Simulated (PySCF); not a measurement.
NO, SMILES [N]=O (connectivity only; charge and spin as stated), charge +1, multiplicity 1. Atoms are numbered in the order given.

```xyz
2

N      0.0000     0.0000    -0.5620
O      0.0000     0.0000     0.4918
```
Charge +1, spin multiplicity 1.

Coordinates come from a PBE0-D3(BJ)/def2-TZVPD optimisation.

These are TDA-B3LYP/def2-TZVPD (PySCF) values and carry that method's errors.

Vertical excitations; the highest root listed may be one member of a degenerate set. The molecule is in vacuum. State labels are in the subgroup C2v.

| state | symmetry | energy (eV) | λ (nm) | f | main pairs |
|---|---|---|---|---|---|
| S1 | B2 | 10.22 | 121 | 0.019 | HOMO→LUMO+1 (degenerate set) |
| S2 | B1 | 10.22 | 121 | 0.019 | HOMO→LUMO (degenerate set) |
| S3 | A2 | 10.70 | 116 | 0.000 | HOMO−2→LUMO+1 50 %, HOMO−1→LUMO 50 % |
| S4 | A1 | 11.18 | 111 | 0.000 | HOMO−2→LUMO, HOMO−1→LUMO+1 (degenerate set) |
| S5 | A2 | 11.18 | 111 | 0.000 | HOMO−1→LUMO, HOMO−2→LUMO+1 (degenerate set) |
| S6 | B2 | 16.07 | 77 | 0.162 | HOMO−3→LUMO+1 (degenerate set) |
| S7 | B1 | 16.07 | 77 | 0.162 | HOMO−3→LUMO (degenerate set) |
| S8 | A1 | 18.60 | 67 | 0.229 | HOMO→LUMO+2 65 %, HOMO−1→LUMO+1 14 %, HOMO−2→LUMO 14 % |
| S9 | A1 | 19.76 | 63 | 0.643 | HOMO→LUMO+2 33 %, HOMO−1→LUMO+1 21 %, HOMO−2→LUMO 21 %, HOMO−3→LUMO+2 6 % |
| S10 | B2 | 20.17 | 61 | 0.070 | HOMO→LUMO+4 99 % |
| T1 | B1 | 7.66 | 162 | 0 | HOMO→LUMO (degenerate set) |
| T2 | B2 | 7.66 | 162 | 0 | HOMO→LUMO+1 (degenerate set) |
| T3 | A1 | 8.61 | 144 | 0 | HOMO−1→LUMO+1 50 %, HOMO−2→LUMO 50 % |
| T4 | A1 | 9.39 | 132 | 0 | HOMO−2→LUMO 50 %, HOMO−1→LUMO+1 50 % |
Triplets are in the Tamm–Dancoff approximation.
